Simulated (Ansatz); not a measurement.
C4H6ClF, SMILES `C/C(F)=C(/C)Cl` at its PBE0-D4/def2-TZVP geometry, where that method's forces vanish. The species carries charge 0 and has multiplicity 1.

```tsv
atom	x (Å)	y (Å)	z (Å)
C1	0.338	-1.914	-0.281
C2	0.139	-0.564	0.283
F3	0.279	-0.545	1.626
C4	-0.147	0.589	-0.316
C5	-0.325	1.896	0.365
Cl6	-0.338	0.625	-2.038
H7	-0.390	-2.608	0.148
H8	1.335	-2.282	-0.025
H9	0.228	-1.907	-1.363
H10	-1.325	2.296	0.172
H11	0.397	2.626	-0.011
H12	-0.190	1.788	1.440
```

Problem. For each bond, give half the difference of the two atoms' forces along it (eV/Å; positive pushes the atoms apart) under PBE-D4, r2SCAN-D4, B3LYP-D4, ωB97M-V in def2-TZVPP. (Best estimate.)

Solution. Ansatz gave: 
```csv
bond,length (Å),PBE-D4,r2SCAN-D4,B3LYP-D4,ωB97M-V
C1–C2,1.476,-0.26,-0.13,0.09,0.26
C1–H7,1.094,0.12,-0.01,-0.06,-0.10
C1–H8,1.094,0.12,-0.01,-0.06,-0.10
C1–H9,1.087,0.11,-0.03,-0.07,-0.09
C2–F3,1.351,0.51,0.33,0.40,0.29
C2–C4,1.330,0.38,0.11,-0.23,-0.43
C4–C5,1.485,-0.19,-0.07,0.10,0.26
C4–Cl6,1.732,0.11,0.16,0.33,0.22
C5–H10,1.093,0.12,-0.02,-0.06,-0.10
C5–H11,1.093,0.12,-0.02,-0.06,-0.10
C5–H12,1.089,0.12,-0.02,-0.08,-0.10
```

B3LYP here is the variant with VWN-RPA as its local correlation; programs differ in this.
